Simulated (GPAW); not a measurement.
# CHF (SMILES [CH]F), step by step

Aim: a structure relaxation (vdW-DF2/real-space grid), then vibrational wavenumbers (vdW-DF2/real-space grid) of CHF. Input form: an ASE script.

Program for the calculation: GPAW 26.7.0.

1 further run of the same task is left out (set aside as unsound or not needed). Runs told in other sessions of the task aren't counted.

### 1 Starting point

CHF: 3 atoms, total charge 0, spin state singlet. As SMILES, `[CH]F`. The coordinates come from a GFN2-xTB relaxation. The run starts from this shape.

Bond lengths: C1–F2 1.316 Å, C1–H3 1.069 Å. Angles: F2–C1–H3 121.3°.

### 2 A geometry optimisation at vdW-DF2/real-space grid (scalar-relativistic datasets) (run 1)

File run.py:

```python
from ase.io import write
from ase.io.zmatrix import parse_zmatrix
from ase.optimize import BFGS
from gpaw import GPAW

# Structure
mol = parse_zmatrix("""
C
F 1 1.315773
H 1 1.068653 2 121.33647
""")
mol.center(vacuum=4.0)

# GPAW settings
dft = GPAW(mode='fd',
           h=0.16,
           xc={'name': 'vdW-DF2', 'backend': 'libvdwxc'},
           maxiter=150,
           symmetry='off',
           txt='-')
mol.calc = dft

opt = BFGS(mol, trajectory='run.traj')
converged = opt.run(fmax=0.03, steps=100)
print('Converged:', converged)
print(f'Final energy = {mol.get_potential_energy():.5f} eV')
print(f'r(F1-C0)                {mol.get_distance(1, 0):.4f} Ang')
print(f'r(H2-C0) = {mol.get_distance(2, 0):.4f} Ang')
write('relaxed.xyz', mol)
```

Launch:

```
$ python3 run.py
```

What it wrote:

```text
__  _  _
 | _ |_)|_||  |
 |__||  | ||/\| - 26.7.0

units:  Angstrom and eV
cores:  1
OpenMP: False

Versions:
  Python: 3.12.14
  ASE:    3.29.0
  Numpy:  2.5.5
  Scipy:  1.18.1
  Libxc:  7.0.0

        _gpaw.cpython-312-aarch64-linux-gnu.so

Input parameters:
  mode=FD(),
  h=0.16,
  maxiter=150,
  symmetry=Symmetry(point_group=False, time_reversal=False),
  xc=XC(name='vdW-DF2', backend='libvdwxc')

Diagonalizing LCAO Hamiltonian
Converting LCAO to fd mode
      .-----------------------.
     /|                       |
    / |                       |
   /  |                       |
  /   |                       |
 *    |                       |
 |    |                       |
 |    |      H                |
 |    |       C   F           |
 |    |                       |
 |    .-----------------------.
 |   /                       /
 |  /                       /
 | /                       /
 |/                       /
 *-----------------------*

Atoms  # Å, Bohr magnetons
|   | symbol |        x |        y |        z |    initial magnetic moments |
|---|--------|----------|----------|----------|-----------------------------|
| 0 |      C | 4.555767 | 4.000000 | 4.000000 | ( 0.0000,  0.0000,  0.0000) |
| 1 |      F | 5.871540 | 4.000000 | 4.000000 | ( 0.0000,  0.0000,  0.0000) |
| 2 |      H | 4.000000 | 4.912766 | 4.000000 | ( 0.0000,  0.0000,  0.0000) |

Unit cell  # Å
| periodic |        x |        y |        z |  lengths |    angles |
|----------|----------|----------|----------|----------|-----------|
|       no | 9.871540 | 0.000000 | 0.000000 | 9.871540 | 90.000000 |
|       no | 0.000000 | 8.912766 | 0.000000 | 8.912766 | 90.000000 |
|       no | 0.000000 | 0.000000 | 8.000000 | 8.000000 | 90.000000 |

Number of symmetries: 1
Symmetry operations  # r_c * U_cc + t_c -> r_c
|   | kind |            matrix            |
|---|------|------------------------------|
| 0 |  E   |  1, 0, 0,  0, 1, 0,  0, 0, 1 |

BZ-sampling:
  Number of BZ points: 1
  Number of IBZ points: 1

  Monkhorst-Pack size: [1, 1, 1]
  Monkhorst-Pack shift: [0, 0, 0]

K-points  # in reciprocal-cell coordinates
|   |                                coordinates |     weight |
|---|--------------------------------------------|------------|
| 0 | (  0.00000000,   0.00000000,   0.00000000) | 1.00000000 |

Uniform wave function grid shape: (np.int64(59), np.int64(55), np.int64(51))
Spin-components: 1 (collinear spins)
Bands:           9
Projectors:      13
Spin-degeneracy: 2
Datatype:        float64

  Storage: CPU
  Wave functions: 11_915_640 bytes (11_915_640 per core)

Parallelization:
  kpt:    1
  domain: 1
  band:   1

Density:
  Valence electrons: 12.0
  Components: 1
  Grid points: [60 56 52]
  Charge: 0.0  # |e|

Potential:
  Grid points: [60 56 52]

species:
  C:
    name:    Carbon
    Z:       6.0
    valence: 4
    core:    2
    charge:  0.0  # [|e|]
    file:    C.PBE.gz
    compensation charges:
      type: gauss
      rc: 0.20  # [Å]
      lmax: 2
    cutoffs:
      filter: 1.14  # [Å]
      core: 1.14  # [Å]
    projectors
    | kind |    occ | energy [eV] | rcut [Å] |
    |------|--------|-------------|----------|
    |   2s |  2.000 |     -13.751 |    0.635 |
    |   2p |  2.000 |      -5.284 |    0.635 |
    |    s |        |      13.461 |    0.635 |
    |    p |        |      21.927 |    0.635 |
    |    d |        |       0.000 |    0.635 |

    Using partial waves for C as LCAO basis

  F:
    name:    Fluorine
    Z:       9.0
    valence: 7
    core:    2
    charge:  0.0  # [|e|]
    file:    F.PBE.gz
    compensation charges:
      type: gauss
      rc: 0.20  # [Å]
      lmax: 2
    cutoffs:
      filter: 1.14  # [Å]
      core: 0.74  # [Å]
    projectors
    | kind |    occ | energy [eV] | rcut [Å] |
    |------|--------|-------------|----------|
    |   2s |  2.000 |     -29.898 |    0.635 |
    |   2p |  5.000 |     -11.110 |    0.635 |
    |    s |        |      -2.687 |    0.635 |
    |    p |        |      16.102 |    0.635 |
    |    d |        |       0.000 |    0.635 |

    Using partial waves for F as LCAO basis

  H:
    name:    Hydrogen
    Z:       1.0
    valence: 1
    core:    0
    charge:  0.0  # [|e|]
    file:    H.PBE.gz
    compensation charges:
      type: gauss
      rc: 0.15  # [Å]
      lmax: 2
    cutoffs:
      filter: 0.85  # [Å]
      core: 0.53  # [Å]
    projectors
    | kind |    occ | energy [eV] | rcut [Å] |
    |------|--------|-------------|----------|
    |   1s |  1.000 |      -6.494 |    0.476 |
    |    s |        |      20.717 |    0.476 |
    |    p |        |       0.000 |    0.476 |

    Using partial waves for H as LCAO basis

Reference energy: -3754.199063  # eV

eigensolver:
  PPCG
  Converge bands: occupied
  niter=2

density mixing:
  MSR1-Mixer
  Pratt-step length: 0.05
  Maximum mixing coefficient: 0.75
  Old densities: 10
  SVD Regularization: 0.005
  Good broyden scale: 1.0
  Trust region scale: 1.0
  Backstep threshold: 4.0
  History deletion threshold: 6.0
  Fourier metric: weight=20.0, sigma=0.015

occupation numbers:
  # Zero width

FastPoissonSolver using
    Stencil: 6*3+1=19 point O(h^6) finite-difference Laplacian
    FFT axes: []
    FST axes: [np.int64(2), np.int64(1), np.int64(0)]

xc functional:
  name: vdW-DF2 with libvdwxc
  Mode: serial
  Semilocal: GGA_X_RPW86+LDA_C_PW with 2 nearest neighbor stencil
  Local blocksize: 120 x 112 x 104
  PAW datasets: PBE
interpolation: tri-quintic # 5. degree polynomial

Initialization done in: 2.766 s

convergence criteria:
- Maximum [total energy] change in last 3 cyles: 0.0005 eV / valence electron
[... 13 lines left out ...]
Converged in 15 steps
[... 12 lines left out ...]
  Free energy:     -36.356995
[... 2 lines left out ...]
dipole moment: (0.006818, 0.365967, 0.000000)  # |e|*Ang
[... 60 lines left out ...]
convergence criteria:
- Maximum [total energy] change in last 3 cyles: 0.0005 eV / valence electron
[... 13 lines left out ...]
Converged in 15 steps
[... 12 lines left out ...]
  Free energy:     -36.624524
[... 2 lines left out ...]
dipole moment: (-0.011309, 0.329552, 0.000001)  # |e|*Ang
[... 59 lines left out ...]
convergence criteria:
- Maximum [total energy] change in last 3 cyles: 0.0005 eV / valence electron
[... 13 lines left out ...]
Converged in 13 steps
[... 12 lines left out ...]
  Free energy:     -36.739638
[... 2 lines left out ...]
dipole moment: (-0.028614, 0.301675, -0.000000)  # |e|*Ang
[... 59 lines left out ...]
convergence criteria:
- Maximum [total energy] change in last 3 cyles: 0.0005 eV / valence electron
[... 13 lines left out ...]
Converged in 11 steps
[... 12 lines left out ...]
  Free energy:     -36.774697
[... 2 lines left out ...]
dipole moment: (-0.026924, 0.296068, 0.000000)  # |e|*Ang
[... 59 lines left out ...]
convergence criteria:
- Maximum [total energy] change in last 3 cyles: 0.0005 eV / valence electron
[... 13 lines left out ...]
Converged in 12 steps
[... 12 lines left out ...]
  Free energy:     -36.799177
[... 2 lines left out ...]
dipole moment: (-0.019877, 0.299421, -0.000004)  # |e|*Ang
[... 11 lines left out ...]
Gap: 1.887 eV
Transition (v -> c):
  (s=0, k=0, n=5, [0.00, 0.00, 0.00]) -> (s=0, k=0, n=6, [0.00, 0.00, 0.00])
No difference between direct/indirect transitions
vacuum-level: 0.000  # V

Forces  # eV/Ang
|        x |        y |       z |
|----------|----------|---------|
| -0.03045 |  0.38810 | 0.00000 |  # C    0
| -0.01250 | -0.06518 | 0.00000 |  # F    1
|  0.00814 | -0.31796 | 0.00000 |  # H    2

Force computation time: 0.029  # s
BFGS:    4 hh:mm:ss      -36.799177        0.389292
      .-----------------------.
     /|                       |
    / |                       |
   /  |                       |
  /   |                       |
 *    |                       |
 |    |                       |
 |    |       H               |
 |    |       C  F            |
 |    |                       |
 |    .-----------------------.
 |   /                       /
 |  /                       /
 | /                       /
 |/                       /
 *-----------------------*

Atoms  # Å, Bohr magnetons
|   | symbol |        x |        y |        z |    initial magnetic moments |
|---|--------|----------|----------|----------|-----------------------------|
| 0 |      C | 4.497429 | 3.884259 | 4.000000 | ( 0.0000,  0.0000,  0.0000) |
| 1 |      F | 5.820783 | 4.094115 | 4.000000 | ( 0.0000,  0.0000,  0.0000) |
| 2 |      H | 4.108817 | 4.937973 | 4.000000 | ( 0.0000,  0.0000,  0.0000) |

Unit cell  # Å
| periodic |        x |        y |        z |  lengths |    angles |
|----------|----------|----------|----------|----------|-----------|
|       no | 9.871540 | 0.000000 | 0.000000 | 9.871540 | 90.000000 |
|       no | 0.000000 | 8.912766 | 0.000000 | 8.912766 | 90.000000 |
|       no | 0.000000 | 0.000000 | 8.000000 | 8.000000 | 90.000000 |

Initialization done in: 1.956 s

convergence criteria:
- Maximum [total energy] change in last 3 cyles: 0.0005 eV / valence electron
- Maximum integral of absolute [dens]ity change: 0.0001 electrons / valence electron
- Maximum integral of absolute [eigenst]ate change: 4e-08 eV^2 / valence electron
maximum number of iterations: 150

SCF iterations
|iter     |     time |      energy | eigst |  dens |
|---------|----------|-------------|-------|-------|
|iter:   1| 00:02:25 |  -36.379554 | -1.98 |       |
|iter:   2| 00:02:27 |  -36.400467 | -3.06 | -2.45 |
|iter:   3| 00:02:29 |  -36.499172 | -2.73 | -2.51 |
[... 7 lines of this table left out ...]
|iter:  11| 00:02:47 |  -36.801730c| -7.40c| -5.60c|

Converged in 11 steps
SCF loop duration: 22.193 s (2.018 s/step)
Energy contributions relative to reference atoms: (reference = -3754.199063)

Energy contributions:
  Kinetic:          22.307080
  Coulomb:         -22.840364
  Zero:              0.143752
  External:          0.000000
  Xc:              -36.412197
  Entropy:           0.000000
  Spinorbit:         0.000000
  ----------------------------
  Free energy:     -36.801730
  Extrapolated:    -36.801730

dipole moment: (-0.019441, 0.304859, 0.000006)  # |e|*Ang

Fermi level: -5.555
Eigenvalues  # (at kpt = [0.000, 0.000, 0.000])
| band index |      eig [eV] | occ [0-2] |
|------------|---------------|-----------|
|          0 |       -32.256 |     2.000 |
|          1 |       -17.312 |     2.000 |
|          2 |       -13.510 |     2.000 |
[... 5 lines of this table left out ...]
|          8 |         0.198 |     0.000 |

Gap: 1.869 eV
Transition (v -> c):
  (s=0, k=0, n=5, [0.00, 0.00, 0.00]) -> (s=0, k=0, n=6, [0.00, 0.00, 0.00])
No difference between direct/indirect transitions
vacuum-level: 0.000  # V

Forces  # eV/Ang
|        x |        y |       z |
|----------|----------|---------|
| -0.02419 |  0.06765 | 0.00000 |  # C    0
|  0.01612 | -0.01207 | 0.00000 |  # F    1
| -0.02821 | -0.05011 | 0.00000 |  # H    2

Force computation time: 0.029  # s
BFGS:    5 hh:mm:ss      -36.801730        0.071845
      .-----------------------.
     /|                       |
    / |                       |
   /  |                       |
  /   |                       |
 *    |                       |
 |    |                       |
 |    |       H               |
 |    |       C  F            |
 |    |                       |
 |    .-----------------------.
 |   /                       /
 |  /                       /
 | /                       /
 |/                       /
 *-----------------------*

Atoms  # Å, Bohr magnetons
|   | symbol |        x |        y |        z |    initial magnetic moments |
|---|--------|----------|----------|----------|-----------------------------|
| 0 |      C | 4.497431 | 3.885924 | 4.000000 | ( 0.0000,  0.0000,  0.0000) |
| 1 |      F | 5.821550 | 4.093234 | 4.000000 | ( 0.0000,  0.0000,  0.0000) |
| 2 |      H | 4.107431 | 4.937239 | 4.000000 | ( 0.0000,  0.0000,  0.0000) |

Unit cell  # Å
| periodic |        x |        y |        z |  lengths |    angles |
|----------|----------|----------|----------|----------|-----------|
|       no | 9.871540 | 0.000000 | 0.000000 | 9.871540 | 90.000000 |
|       no | 0.000000 | 8.912766 | 0.000000 | 8.912766 | 90.000000 |
|       no | 0.000000 | 0.000000 | 8.000000 | 8.000000 | 90.000000 |

Initialization done in: 1.919 s

convergence criteria:
- Maximum [total energy] change in last 3 cyles: 0.0005 eV / valence electron
- Maximum integral of absolute [dens]ity change: 0.0001 electrons / valence electron
- Maximum integral of absolute [eigenst]ate change: 4e-08 eV^2 / valence electron
maximum number of iterations: 150

SCF iterations
|iter     |     time |      energy | eigst |  dens |
|---------|----------|-------------|-------|-------|
|iter:   1| 00:02:49 |  -36.758412 | -2.98 |       |
|iter:   2| 00:02:51 |  -36.760569 | -4.06 | -3.06 |
|iter:   3| 00:02:53 |  -36.771708 | -3.85 | -3.12 |
[... 5 lines of this table left out ...]
|iter:   9| 00:03:07 |  -36.801798c| -7.46c| -5.65c|

Converged in 9 steps
SCF loop duration: 18.044 s (2.005 s/step)
Energy contributions relative to reference atoms: (reference = -3754.199063)

Energy contributions:
  Kinetic:          22.320917
  Coulomb:         -22.845271
  Zero:              0.143891
  External:          0.000000
  Xc:              -36.421335
  Entropy:           0.000000
  Spinorbit:         0.000000
  ----------------------------
  Free energy:     -36.801798
  Extrapolated:    -36.801798

dipole moment: (-0.020085, 0.306036, 0.000002)  # |e|*Ang

Fermi level: -5.553
Eigenvalues  # (at kpt = [0.000, 0.000, 0.000])
| band index |      eig [eV] | occ [0-2] |
|------------|---------------|-----------|
|          0 |       -32.251 |     2.000 |
|          1 |       -17.315 |     2.000 |
|          2 |       -13.515 |     2.000 |
[... 5 lines of this table left out ...]
|          8 |         0.194 |     0.000 |

Gap: 1.861 eV
Transition (v -> c):
  (s=0, k=0, n=5, [0.00, 0.00, 0.00]) -> (s=0, k=0, n=6, [0.00, 0.00, 0.00])
No difference between direct/indirect transitions
vacuum-level: 0.000  # V

Forces  # eV/Ang
|        x |        y |       z |
|----------|----------|---------|
| -0.00931 | -0.00130 | 0.00000 |  # C    0
| -0.01226 |  0.00647 | 0.00000 |  # F    1
| -0.01508 | -0.00026 | 0.00000 |  # H    2

Force computation time: 0.029  # s
BFGS:    6 hh:mm:ss      -36.801798        0.015082
Converged: True
Final energy = -36.80180 eV
r(F1-C0)                1.3402 Ang
r(H2-C0) = 1.1213 Ang
```

Wall time 3.1 min (1 thread of Arm Neoverse V1, shared host); peak memory 0.72 GiB.

Step by step:

| step | energy from the first frame kept (eV) | largest force (eV/Å) |
| --- | --- | --- |
| 0 | 0.0000 | 4.1565 |
| 1 | -0.2675 | 1.6903 |
| 2 | -0.3826 | 1.1645 |
| 3 | -0.4177 | 0.9176 |
| 4 | -0.4422 | 0.3893 |
| 5 | -0.4447 | 0.0718 |
| 6 | -0.4448 | 0.0151 |

After the run. Bond lengths: C1–F2 1.340 Å, C1–H3 1.121 Å. Angles: F2–C1–H3 101.5°.

[end of part 1 of 2]
